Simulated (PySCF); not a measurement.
# `CC[C@H](C)CS`, C5H12S

Geometry:
```tsv
atom	x (Å)	y (Å)	z (Å)
C1	2.043	-0.248	0.380
C2	0.820	-0.631	-0.437
C3	-0.522	-0.380	0.253
C4	-1.675	-0.913	-0.589
C5	-0.737	1.083	0.649
S6	-0.667	2.301	-0.706
H7	2.044	-0.744	1.365
H8	2.970	-0.536	-0.137
H9	2.098	0.838	0.553
H10	0.827	-0.079	-1.393
H11	0.872	-1.701	-0.699
H12	-0.518	-0.937	1.210
H13	-1.567	-1.993	-0.766
H14	-1.703	-0.421	-1.574
H15	-2.648	-0.748	-0.098
H16	0.053	1.415	1.339
H17	-1.690	1.202	1.186
H18	-1.812	1.939	-1.321
```

Theory: quadratic response CAM-B3LYP/aug-cc-pVDZ first hyperpolarisability, Taylor convention, gas phase in PySCF 2.14.0. Geometry: PBE0-D3(BJ)/def2-SVP.

Problem. Give the tensor of the static β(0;0,0) in the axes of these coordinates.

Solution. In au, Taylor convention; rows are the first index (the induced dipole):
|  | xx | yy | zz | xy | xz | yz |
| --- | --- | --- | --- | --- | --- | --- |
| x | +11.0 | +30.2 | -6.8 | -6.8 | +4.1 | +3.2 |
| y | -6.8 | -92.6 | +9.5 | +30.2 | +3.2 | +13.9 |
| z | +4.1 | +13.9 | +2.3 | +3.2 | -6.8 | +9.5 |

Norm of βᵢ = ⅓ Σⱼ (βᵢⱼⱼ + βⱼᵢⱼ + βⱼⱼᵢ): 98.3 au, hyper-Rayleigh value 44.1 au.
